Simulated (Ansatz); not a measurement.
PBE exchange is replaced step by step with exact exchange (0 % is PBE, 25 % PBE0; no dispersion term), basis def2-TZVP, Ansatz. System: B₂H₂⁺. The state is a doublet with charge 1. Geometry: r2SCAN-D4/def2-TZVP, each spin state at its own.

Geometry of the doublet:

```xyz
4

B    -0.3308    0.7303    0.0819
B     0.3281   -0.7315   -0.0823
H     0.8102   -1.7943   -0.2008
H    -0.8074    1.7955    0.2013
```

The structure comes from a short search, and lower isomers may exist.

HOMO and LUMO are taken over both spins.

```json
{"exact exchange (%)": "0", "HOMO (eV)": "-13.24", "LUMO (eV)": "-12.70", "gap (eV)": "0.54", "⟨S²⟩": "0.753", "quartet − doublet (kJ/mol)": "258.5"}
{"exact exchange (%)": "5", "HOMO (eV)": "-13.45", "LUMO (eV)": "-12.46", "gap (eV)": "0.99", "⟨S²⟩": "0.753", "quartet − doublet (kJ/mol)": "260.3"}
{"exact exchange (%)": "10", "HOMO (eV)": "-13.66", "LUMO (eV)": "-12.21", "gap (eV)": "1.44", "⟨S²⟩": "0.753", "quartet − doublet (kJ/mol)": "262.1"}
{"exact exchange (%)": "15", "HOMO (eV)": "-13.87", "LUMO (eV)": "-11.97", "gap (eV)": "1.89", "⟨S²⟩": "0.753", "quartet − doublet (kJ/mol)": "263.9"}
{"exact exchange (%)": "25", "HOMO (eV)": "-14.28", "LUMO (eV)": "-11.49", "gap (eV)": "2.79", "⟨S²⟩": "0.754", "quartet − doublet (kJ/mol)": "267.4"}
{"exact exchange (%)": "35", "HOMO (eV)": "-14.70", "LUMO (eV)": "-11.02", "gap (eV)": "3.68", "⟨S²⟩": "0.754", "quartet − doublet (kJ/mol)": "270.7"}
{"exact exchange (%)": "50", "HOMO (eV)": "-15.32", "LUMO (eV)": "-10.32", "gap (eV)": "5.01", "⟨S²⟩": "0.754", "quartet − doublet (kJ/mol)": "275.6"}
```
